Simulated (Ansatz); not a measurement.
One change: `CC(C)(F)C=S` becomes `CC(C)(O)F`.

Ansatz, PBE0-D4/def2-TZVP geometries, multiplicity 1. Each molecule was computed in one conformer, which needn't be the lowest.

```
                                          property  `CC(C)(F)C=S`
             HOMO–LUMO gap (B3LYP/def2-TZVPP) / eV           3.86
              HOMO–LUMO gap (PBE0/def2-TZVPP) / eV           4.30
size of the dipole moment (ωB97M-V/def2-TZVPP) / D           3.24
                HOMO energy (PBE0/def2-TZVPP) / eV          -6.53
  size of the dipole moment (B3LYP/def2-TZVPP) / D           3.30
               HOMO energy (B3LYP/def2-TZVPP) / eV          -6.30
```

(1) What does the change do to each property? (Best estimate.)

## Answers

(1) Computed: 
```csv
property,`CC(C)(O)F`,shift
HOMO–LUMO gap (B3LYP/def2-TZVPP) / eV,9.09,5.23
HOMO–LUMO gap (PBE0/def2-TZVPP) / eV,9.71,5.41
size of the dipole moment (ωB97M-V/def2-TZVPP) / D,1.92,-1.32
HOMO energy (PBE0/def2-TZVPP) / eV,-8.79,-2.26
size of the dipole moment (B3LYP/def2-TZVPP) / D,1.92,-1.38
HOMO energy (B3LYP/def2-TZVPP) / eV,-8.55,-2.25
```

With PBE0 the HOMO falls by 2.26 eV and the LUMO rises by 3.14 eV, so the gap widens by about 5.40 eV. PBE moves the HOMO by -1.77 eV and ωB97M-V by -2.49 eV. Dipoles are sizes alone; their direction can turn.

B3LYP here is the variant with VWN-RPA as its local correlation; programs differ in this.
